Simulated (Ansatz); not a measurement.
A made-up structure of CH₆AlSi (charge -1), closed shell:

```
9
angstrom
C -0.5835 1.1791 -0.9929
Si 0.0287 -0.6064 -0.6033
Al 0.5635 -1.1632 1.5935
H -0.8785 -1.5647 -0.0790
H -1.2424 1.5191 -0.1882
H -1.1608 1.2049 -1.9229
H 1.1091 -0.8861 -1.6251
H 1.3540 -2.5323 1.9657
H -0.3035 -0.6146 2.8566
```

It is relaxed with PBE-D4/def2-SVPD and then PBE0-D4/def2-TZVPD (Ansatz 0.2.0). Atoms count as bonded within 1.22 times the sum of their covalent radii (H–H: 0.88 Å). The end point is not checked to be a true minimum.

**Question.** Does its bonding change? (Judge from chemistry; the calculation decides.)

**Answer.** By the calculation: Yes. Formed: Al3–H4; broken: Si2–H4.

Where it ends: The first stage lowers the energy by 2.00 eV in 21 steps. It ends as CH₆AlSi ([CH2][SiH][AlH3]), total charge -1:
```
atom    x (Å)    y (Å)    z (Å)
  C1  -0.6254   1.2516  -1.0516
 Si2   0.0267  -0.3100  -0.6887
 Al3   0.1296  -1.5858   1.4646
  H4  -0.6748  -2.9809   1.2112
  H5  -1.0917   1.8641  -0.2832
  H6  -0.6104   1.7032  -2.0409
  H7   0.5919  -0.8831  -1.9729
  H8   1.7084  -1.8636   1.7606
  H9  -0.5675  -0.6596   2.6054
```

Labels in which every atom is bracketed show which atoms are joined, not bond orders.

For scale, one of the runs: PBE0-D4/def2-TZVPD relaxation, 177 basis functions, launched by `ansatz run in.yaml --threads 2 --pin off --events-out ev --progress --plain --max-ram 4352MiB`. The run took about 50 s on 2 CPU threads of an Arm Neoverse V1 (shared host).
